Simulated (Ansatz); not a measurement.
GaP (zinc blende): values from a third-order Birch-Murnaghan fit to a volume scan beside measured ones. Computed values: PBE (plane waves to 420 eV, PAW, scalar-relativistic; Ansatz, a program for electronic structure). GaP was relaxed with its symmetry unable to fall. The PAW data are Ansatz's earlier set.

```tsv
quantity	reference	kind
Lattice constant a (Å)	5.439	measured, corrected to the static lattice
Bulk modulus B₀ (GPa)	89.6	measured, corrected to the static lattice
```

References as given in: Daniel Mejia-Rodriguez, S. B. Trickey, Physical Review B (2018), arXiv:1807.09216.

Q: What does PBE give, and how far is that from the reference?

A: 
```tsv
quantity	PBE	difference
Lattice constant a (Å)	5.507	+1.2 %
Bulk modulus B₀ (GPa)	76.7	-14.4 %
```

PBE overestimates the lattice constant a by 1.2 %. PBE underestimates the bulk modulus B₀ by 14.4 %.

(A scan under strain: stresses follow from slopes of the energy per volume, elastic moduli from its curvatures.)
